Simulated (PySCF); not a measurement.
C₄H₄N₂.
Structure used (PBE0-D3(BJ)/def2-SVP), in Å, numbered top down from 1:
```xyz
10
C4H4N2 angstrom
C     -1.400    0.337   -0.314
C     -0.264   -0.643   -0.279
N      0.739   -0.651   -1.413
C      1.130   -0.237   -0.289
C      2.269    0.298    0.347
N      3.173    0.744    0.921
H     -1.750    0.562    0.705
H     -2.250   -0.075   -0.879
H     -1.095    1.280   -0.790
H     -0.500   -1.637    0.125
```

The calculation used EOM-IP-CCSD/aug-cc-pVDZ in PySCF, restricted Hartree–Fock reference, 6 core orbitals frozen, non-relativistic, gas phase, PBE0-D3(BJ)/def2-SVP geometry.

The vertical ionisation energies are 10.70, 11.51, 13.04, 13.80, 13.87, 14.23, 14.50, 15.29 eV.

Which Hartree–Fock orbital leads each hole, and what is its Koopmans value −ε?

```tsv
leading hole (HF orbital)	Koopmans (eV)	EOM-IP-CCSD (eV)	change (eV)	one-hole share
HOMO	11.68	10.70	-0.98	0.95
HOMO-1	11.78	11.51	-0.27	0.96
HOMO-2	13.71	13.04	-0.67	0.95
HOMO-6	16.19	13.80	-2.39	0.92
HOMO-3	14.43	13.87	-0.56	0.94
HOMO-4	15.05	14.23	-0.82	0.94
HOMO-5	15.83	14.50	-1.33	0.94
HOMO-7	16.57	15.29	-1.28	0.94
```

Does the order of the lines follow the orbital energies?

No: the HOMO-6 hole (13.80 eV) falls below the HOMO-3 hole (13.87 eV); the HOMO-6 hole (13.80 eV) falls below the HOMO-4 hole (14.23 eV); the HOMO-6 hole (13.80 eV) falls below the HOMO-5 hole (14.50 eV). The corrections run from -2.39 to -0.27 eV, with a mean of -1.04 eV over the 8 lines; no line lies above its Koopmans value. Koopmans values leave out both the relaxation of the orbitals and the change in correlation energy.

At what kinetic energies would He I light (21.22 eV) eject these electrons?

10.52 eV (HOMO), 9.71 eV (HOMO-1), 8.18 eV (HOMO-2), 7.42 eV (HOMO-6), 7.35 eV (HOMO-3), 6.99 eV (HOMO-4), 6.72 eV (HOMO-5), 5.93 eV (HOMO-7).

Lines less than 0.15 eV apart could change places at a higher level. One root was sought for each valence orbital with −ε under 21 eV, eight at most, so deeper holes and satellites are missing; no vibrational structure.

Time: 10 min; peak memory 3.1 GiB. Hardware: one thread of an Arm Neoverse V1, no GPU, shared host with 32 logical CPUs at a one-minute load of 24.
